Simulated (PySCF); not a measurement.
Species, as SMILES: O=C=C.
Geometry (B3LYP-D3(BJ)/def2-TZVP, fixed):
```xyz
5

C      0.0091     0.0017    -1.2056
C     -0.0008    -0.0001     0.1027
H      0.0282     0.9401    -1.7377
H     -0.0018    -0.9351    -1.7406
O     -0.0096    -0.0018     1.2620
```

Basis-set convergence of the isotropic shielding of H3 at HF with PySCF. GIAO, no density fitting; atoms are numbered in the order shown. All functions are spherical. No added dispersion term, no relativity. Reference: the value in pcseg-3, 29.25 ppm. Deviations are taken from unrounded values. Cost is core time over that of 6-311+G**, rough, on shared machines of one kind; a dash marks a row that isn't timed (too short, read off another run, short of memory, by another algorithm or on other hardware).

```csv
basis,functions,isotropic shielding of H3 (ppm),minus reference (ppm),cost
STO-3G,17,31.20,1.95,-
3-21G,31,31.21,1.95,-
6-31G,31,30.93,1.68,-
6-31G*,46,30.47,1.22,-
6-31G**,52,29.57,0.32,-
6-31+G*,58,30.38,1.13,-
6-311G**,66,29.76,0.50,0.7×
6-311+G**,78,29.67,0.42,1×
aug-cc-pVDZ,87,29.55,0.30,1×
"6-311++G(2d,2p)",101,29.41,0.16,2×
jun-cc-pV(T+d)Z,145,29.39,0.14,7×
"6-311++G(3df,3pd)",153,29.30,0.05,8×
aug-cc-pVTZ,184,29.39,0.13,10×
```

Of the sets listed that have larger relatives (same family, alike in diffuse functions), none stays within 0.1 ppm of the reference together with them. Inside, with no larger relative to test it: 6-311++G(3df,3pd).
